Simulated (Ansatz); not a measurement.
```yaml
crystal:
  periodic: [false, false, false]
  atoms:
    - {symbol: S, position_ang: [0.000000, 0.000000, 0.000000]}
    - {symbol: Li, position_ang: [0.000000, 0.000000, 2.166900]}
basis:
  gaussian: {orbitals: def2-TZVP}
total_charge: 1
magnetization: {spin_polarized: true, initial_magnetization: 2}
hamiltonian: {xc: pbe0}
relax: {f_tol: 0.004, max_steps: 80}
```

```sh
$ ansatz run in.yaml --threads 1 --pin off --events-out ev --progress --plain --max-ram 2176MiB
```

Steps of the relaxation (energy above the last step; positions in Å, forces in eV/Å):

```
2
step 1, 156.0 meV
S     0.000    0.000    0.000    0.000    0.000   -1.334
Li    0.000    0.000    2.167    0.000    0.000    1.334
```

```
2
step 2, 37.3 meV
S     0.000    0.000   -0.065    0.000    0.000   -0.545
Li    0.000    0.000    2.232    0.000    0.000    0.545
```

```
2
step 3, 0.9 meV
S     0.000    0.000   -0.128    0.000    0.000   -0.071
Li    0.000    0.000    2.295    0.000    0.000    0.071
```

```
2
step 5, 0.0 meV
S     0.000    0.000   -0.141    0.000    0.000    0.000
Li    0.000    0.000    2.308    0.000    0.000    0.000
```

Close pairs at the end: S1–Li2 2.449 Å.

A stationary point of unrestricted PBE0 after 5 steps, with ⟨S²⟩ = 2.006 against 2.00 for a pure state. 3.2 s on 1 thread of Intel Xeon 6975P-C, shared host.
